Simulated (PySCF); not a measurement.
# Protonation sites of ethyl methyl sulfide

Parent: ethyl methyl sulfide, `CCSC` (C3H8S). Atom numbers as in the mapped SMILES `[CH3:1][CH2:2][S:3][CH3:4]`.

Computed at ωB97X-D3(BJ)/def2-TZVP // PBE0-D3(BJ)/def2-SVP with PySCF (density fitting, grid level 2). Zero-point and thermal terms (298.15 K, 1 bar) come from unscaled PBE0-D3(BJ)/def2-SVP harmonic frequencies, with soft modes damped to free rotors in the entropy.

| site | product | PA / kcal/mol | GB / kcal/mol |
| --- | --- | --- | --- |
| S3 (sulfide sulfur) | `CC[SH+]C` | 204.9 | 197.3 |

PA is −ΔH and GB is −ΔG of B + H⁺ → BH⁺ in the gas phase. Sites whose products fell apart, merged with another or lost in a GFN2-xTB screen aren't listed.

Measured values (NIST Chemistry WebBook, evaluated or the median of agreeing entries): proton affinity (−ΔH) 846 kJ/mol (computed 857, difference 11); gas-phase basicity (−ΔG) 815 kJ/mol (computed 826, difference 10).

Structures, frequencies and single points took 6.5 min of wall time on 1 thread of Arm Neoverse V2 (shared host), launched as `OMP_NUM_THREADS=1 python redox_run.py task.json out`.

Differences come from unrounded values, so a last digit can differ from that of the printed terms.
